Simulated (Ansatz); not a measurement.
# SiNH5 (singlet): wave-function methods side by side at twist about Si1–N2 = 27.4°, cc-pVDZ

Aim: climb from Hartree-Fock through coupled cluster and multireference methods for SiNH5 (singlet) at one geometry and basis, and see what each rung misses.

Computed with Ansatz 0.2.0, Gaussian basis. Level: cc-pVDZ, core rule «outside noble gas», up to 6 orbitals frozen.

To be run: UHF; CCSD(T) on RHF; BCCD(T) on RHF; CISD; CCSDT(Q) on RHF; CASSCF and NEVPT2, 2 electrons in 2 orbitals; CASSCF and NEVPT2, 8 electrons in 8 orbitals.

16 further runs of the same task are left out: 13 that didn't finish, 3 set aside as unsound or not needed.

## 1. What is computed

The geometry derives from a PBE0/def2-TZVP stationary point (not a proven minimum). One half is turned about the bond named; the halves are rigid.

7 atoms, charge 0, spin multiplicity 1.

Atoms are counted from 1 here; the program's logs count them from 0.

Bond lengths: Si1–N2 1.720 Å, Si1–H3 1.486 Å, Si1–H4 1.486 Å, Si1–H5 1.494 Å, N2–H6 1.007 Å, N2–H7 1.007 Å. Angles: N2–Si1–H3 107.9°, N2–Si1–H4 107.9°, N2–Si1–H5 116.0°, H3–Si1–H4 110.5°, H3–Si1–H5 107.3°, H4–Si1–H5 107.3°, Si1–N2–H6 119.6°, Si1–N2–H7 119.6°, H6–N2–H7 110.6°.

Geometry (Å):

```
atom    x (Å)    y (Å)    z (Å)
 Si1  -0.0127  -0.0056   0.5726
  N2   0.0525  -0.0056  -1.1466
  H3   0.6829  -1.2263   1.0558
  H4   0.6829   1.2151   1.0558
  H5  -1.3799  -0.0056   1.1752
  H6  -0.5615  -0.6103  -1.6681
  H7   0.2003   0.8605  -1.6392
```

## 2. UHF

Contents of in.yaml:

```yaml
crystal:
  periodic: [false, false, false]
  atoms:
    - {symbol: Si, position_ang: [-0.012709, -0.005590, 0.572556]}
    - {symbol: N, position_ang: [0.052487, -0.005590, -1.146578]}
    - {symbol: H, position_ang: [0.682911, -1.226275, 1.055776]}
    - {symbol: H, position_ang: [0.682909, 1.215095, 1.055776]}
    - {symbol: H, position_ang: [-1.379891, -0.005591, 1.175197]}
    - {symbol: H, position_ang: [-0.561514, -0.610291, -1.668119]}
    - {symbol: H, position_ang: [0.200322, 0.860499, -1.639227]}
basis:
  gaussian: {orbitals: cc-pVDZ}
magnetization: {spin_polarized: true, initial_magnetization: 0}
hamiltonian: {xc: hf}
output: {orbitals: {seedname: orbitals}}
```

Launch:

```bash
ansatz run in.yaml --threads 1 --pin off --events-out ev --progress --plain --max-ram 2393MiB
```

After this run come: CCSD(T) on RHF; BCCD(T) on RHF; CISD; CCSDT(Q) on RHF; CASSCF and NEVPT2, 2 electrons in 2 orbitals; CASSCF and NEVPT2, 8 electrons in 8 orbitals.

**Question.** What will the summary of the whole plan be? Wanted: RCCSDT(Q) below the RHF energy; RMP2 from RCCSDT(Q); RCCSD from RCCSDT(Q); RCCSD(T) from RCCSDT(Q); NEVPT2 pair from RCCSDT(Q); NEVPT2 frontier from RCCSDT(Q); T1 diagnostic.

The runs gave:

| quantity | value |
| --- | --- |
| RCCSDT(Q) below the RHF energy | -8.8403 eV |
| RMP2 from RCCSDT(Q) | +26.93 kcal/mol |
| RCCSD from RCCSDT(Q) | +5.01 kcal/mol |
| RCCSD(T) from RCCSDT(Q) | +0.76 kcal/mol |
| NEVPT2 pair from RCCSDT(Q) | +27.56 kcal/mol |
| NEVPT2 frontier from RCCSDT(Q) | +31.83 kcal/mol |
| levels within 1 kcal/mol (43 meV) | RCCSD(T), BCCD(T), RCCSDT |
| T1 diagnostic | 0.010 |

In words: RCCSD(T) misses by +0.76 kcal/mol, 0.4 % of the correlation energy. Of the multireference levels listed NEVPT2 pair comes nearest in total energy (+27.56 kcal/mol), which doesn't show that its space is the better one. These misses are within one basis, not against nature.
